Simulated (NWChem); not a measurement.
System: NO cation

NWChem input:

```
start job
memory heap 200 mb stack 900 mb global 1100 mb
charge 1
geometry units angstroms noautosym nocenter noautoz
  N      0.000000     0.000000    -0.571443
  O      0.000000     0.000000     0.501306
end
basis spherical
  * library 6-31+g*
end
dft
  xc xpbe96 cpbe96
  iterations 150
end
tddft
  cis
  nroots 6
  notriplet
end
task tddft energy
```

Geometry: optimised at B3LYP/6-31G* (spherical d).

Vertical excitations in the gas phase.

Q: What results follow from this input? (PBE/6-31+G* (spherical d), TDA.) Quantities: basis functions; lowest excitation, singlet (eV); oscillator strength of that lowest state; orbital gap (eV).

A: 
```yaml
number_of_basis_functions: 36
lowest excitation, singlet (eV): 9.84
oscillator_strength_of_that_lowest_state: 0.017
orbital gap (eV): 8.42
```
